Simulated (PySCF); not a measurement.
2-thiophenamine, C4H5NS.
InChI=1S/C4H5NS/c5-4-2-1-3-6-4/h1-3H,5H2

Method: PBE0-D3(BJ)/def2-TZVP geometry optimisation, gas phase in PySCF 2.14.0.

Take the most abundant isotopes and a rigid rotor. 

Problem. What are A, B and C (cm⁻¹)?

Solution. Ia = 93.68, Ib = 155.15, Ic = 248.21 u·Å²; 505379 MHz·u·Å²/I gives 5395, 3257 and 2036 MHz, that is A = 0.17996, B = 0.10865, C = 0.06792 cm⁻¹.

Problem. Classify the top.

Solution. An asymmetric top: κ = (2 × 3257 − 5395 − 2036)/(5395 − 2036) = -0.27.

Problem. Is it planar, by Δ = Ic − Ia − Ib?

Solution. Not planar: Δ = Ic − Ia − Ib = -0.62 u·Å². For a rigid frame Δ = −2 Σ m c², so Σ m c² = 0.31 u·Å² lies off the ab plane: 0.26 from hydrogen and 0.05 from heavier atoms. The atom farthest from that plane is 0.49 Å away.

Problem. List the rotational levels J(Ka,Kc) to J = 5 (K).

Solution. Above 0(0,0), as E/k:
J = 1: 1(0,1) 0.254, 1(1,1) 0.357, 1(1,0) 0.415
J = 2: 2(0,2) 0.743, 2(1,2) 0.806, 2(1,1) 0.982, 2(2,1) 1.290, 2(2,0) 1.309
J = 3: 3(0,3) 1.440, 3(1,3) 1.470, 3(1,2) 1.818, 3(2,2) 2.052, 3(2,1) 2.136, 3(3,1) 2.722, 3(3,0) 2.726
J = 4: 4(0,4) 2.328, 4(1,4) 2.340, 4(1,3) 2.900, 4(2,3) 3.053, 4(2,2) 3.264, 4(3,2) 3.766, 4(3,1) 3.793, 4(4,1) 4.666, 4(4,0) 4.666
J = 5: 5(0,5) 3.407, 5(1,5) 3.411, 5(1,4) 4.199, 5(2,4) 4.282, 5(2,3) 4.679, 5(3,3) 5.071, 5(3,2) 5.163, 5(4,2) 5.978, 5(4,1) 5.984, 5(5,1) 7.127, 5(5,0) 7.127
The levels of one J sum to (2J + 1)J(J + 1)(A + B + C)/3.

Problem. Predict some low-J microwave lines.

Solution. The dipole components are |μa| = 1.21 D, |μb| = 0.64 D, |μc| = 1.05 D. Intensities carry the squares of the components, which stand as 1.00 : 0.28 : 0.75 (a : b : c). Some lines, for components of 0.1 D or more:

| type | branch | J(Ka,Kc) | MHz | lower level (cm⁻¹) |
| --- | --- | --- | --- | --- |
| a | Q | 2(2,0) ← 2(2,1) | 393 | 0.896 |
| a | Q | 1(1,0) ← 1(1,1) | 1221 | 0.248 |
| c | Q | 2(1,2) ← 2(0,2) | 1309 | 0.517 |
| c | Q | 1(1,1) ← 1(0,1) | 2138 | 0.177 |
| b | Q | 1(1,0) ← 1(0,1) | 3359 | 0.177 |
| a | Q | 2(1,1) ← 2(1,2) | 3664 | 0.560 |
| b | Q | 2(1,1) ← 2(0,2) | 4973 | 0.517 |
| a | R | 1(0,1) ← 0(0,0) | 5293 | 0.000 |
| c | Q | 2(2,1) ← 2(1,1) | 6413 | 0.682 |
| b | Q | 2(2,0) ← 2(1,1) | 6806 | 0.682 |
| b | R | 1(1,1) ← 0(0,0) | 7431 | 0.000 |
| b | R | 2(0,2) ← 1(1,1) | 8056 | 0.248 |
| c | R | 1(1,0) ← 0(0,0) | 8652 | 0.000 |
| a | R | 2(1,2) ← 1(1,1) | 9366 | 0.248 |
| b | Q | 2(2,1) ← 2(1,2) | 10076 | 0.560 |
| a | R | 2(0,2) ← 1(0,1) | 10194 | 0.177 |
| b | R | 2(1,2) ← 1(0,1) | 11503 | 0.177 |
| a | R | 2(1,1) ← 1(1,0) | 11808 | 0.289 |
| c | R | 2(1,1) ← 1(0,1) | 15167 | 0.177 |
| b | R | 2(2,1) ← 1(1,0) | 18221 | 0.289 |
| c | R | 2(2,0) ← 1(1,0) | 18614 | 0.289 |
| c | R | 2(2,1) ← 1(1,1) | 19442 | 0.248 |
| b | R | 2(2,0) ← 1(1,1) | 19835 | 0.248 |

No frequency check. Zero-point vibration and centrifugal distortion are left out. A rigid rotor knows nothing of inversion at nitrogen, which can split or shift real lines. Quadrupole hyperfine structure (14N) is left out.

Time: 1.8 min wall; peak memory 0.90 GiB. Hardware: Arm Neoverse V1, one thread, shared host. These figures are those of the optimisation.

The values belong to the conformer `[NH2:1][c:2]1[cH:3][cH:4][cH:5][s:6]1`: H–N1–C2–C3 -144°, H–N1–C2–C3 -16°.
